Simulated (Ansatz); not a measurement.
# CHSi (doublet): from Hartree-Fock to the top rungs at distance C2–H3 = 1.079 Å, 6-31G

Aim: climb from Hartree-Fock through coupled cluster and multireference methods for CHSi (doublet) at one geometry and basis, and see what each rung misses.

Method: 6-31G, core rule «outside noble gas», up to 6 orbitals frozen; program: Ansatz 0.2.0, Gaussian basis.

To be run: UHF; CCSD(T) on ROHF; CCSD(T) on UHF; BCCD(T) on ROHF; CISD; CCSDT(Q) on ROHF; CCSDT(Q) on UHF; CISDTQ; CCSDTQ on ROHF; CASSCF and MRCISD+Q, 3 electrons in 3 orbitals; CASSCF and NEVPT2, 3 electrons in 3 orbitals; CASSCF and MRCISD+Q, 9 electrons in 9 orbitals; CASSCF and NEVPT2, 9 electrons in 9 orbitals; Full CI.

19 further runs of the same task are left out: 1 for a mislabelled method, 1 for a known fault of the program, 9 that didn't finish, 8 set aside as unsound or not needed.

### Step 1. The geometry

The geometry derives from a PBE0/def2-TZVP stationary point (not a proven minimum). One bond is set to the value named and the two fragments are kept rigid.

3 atoms, charge 0, spin multiplicity 2.

Atoms are counted from 1 here; the program's logs count them from 0.

Bond lengths: Si1–C2 1.682 Å, C2–H3 1.079 Å. Angles: Si1–C2–H3 180.0°.

### Step 2. UHF

Contents of in.yaml:

```yaml
crystal:
  periodic: [false, false, false]
  atoms:
    - {symbol: Si, position_ang: [0.000000, 0.000000, 1.481442]}
    - {symbol: C, position_ang: [0.000000, 0.000000, -0.201009]}
    - {symbol: H, position_ang: [0.000000, 0.000000, -1.280432]}
basis:
  gaussian: {orbitals: 6-31G}
magnetization: {spin_polarized: true, initial_magnetization: 1}
hamiltonian: {xc: hf}
output: {orbitals: {seedname: orbitals}}
```

Launch:

```sh
$ ansatz run in.yaml --threads 1 --pin off --events-out ev --progress --plain --max-ram 2393MiB
```

The runs that follow: CCSD(T) on ROHF; CCSD(T) on UHF; BCCD(T) on ROHF; CISD; CCSDT(Q) on ROHF; CCSDT(Q) on UHF; CISDTQ; CCSDTQ on ROHF; CASSCF and MRCISD+Q, 3 electrons in 3 orbitals; CASSCF and NEVPT2, 3 electrons in 3 orbitals; CASSCF and MRCISD+Q, 9 electrons in 9 orbitals; CASSCF and NEVPT2, 9 electrons in 9 orbitals; Full CI.

Q: Predict the results of all the runs planned. Wanted: FCI below the RHF energy; RMP2 from FCI; UMP2 from FCI; RCCSD from FCI; RCCSD(T) from FCI; UCCSD(T) from FCI; RCCSDT(Q) from FCI; UCCSDT(Q) from FCI; MRCISD+Q pair from FCI.

As calculated:

| quantity | value |
| --- | --- |
| FCI below the RHF energy | -4.0385 eV |
| RMP2 from FCI | +70.7 kJ/mol |
| UMP2 from FCI | +113.6 kJ/mol |
| RCCSD from FCI | +17.6 kJ/mol |
| RCCSD(T) from FCI | +4.2 kJ/mol |
| UCCSD(T) from FCI | +4.8 kJ/mol |
| RCCSDT(Q) from FCI | +0.2 kJ/mol |
| UCCSDT(Q) from FCI | +0.1 kJ/mol |
| MRCISD+Q pair from FCI | +7.1 kJ/mol |
| NEVPT2 valence from FCI | +29.1 kJ/mol |
| MRCISD+Q valence from FCI | +1.7 kJ/mol |
| levels within 1 kcal/mol (43 meV) | RCCSDT, UCCSDT, CISDTQ, RCCSDT(Q), UCCSDT(Q), RCCSDTQ, MRCISD valence, MRCISD+Q valence |
| T1 diagnostic | 0.025 |
| effectively unpaired electrons | 1.13 |

In words: RCCSD(T) misses by +4.2 kJ/mol, 1.1 % of the correlation energy. One determinant dominates. Of the multireference levels listed MRCISD+Q valence comes nearest in total energy (+1.7 kJ/mol), which doesn't show that its space is the better one. These misses are within one basis, not against nature; the frozen cores of restricted and unrestricted runs differ, which can shift their rows.
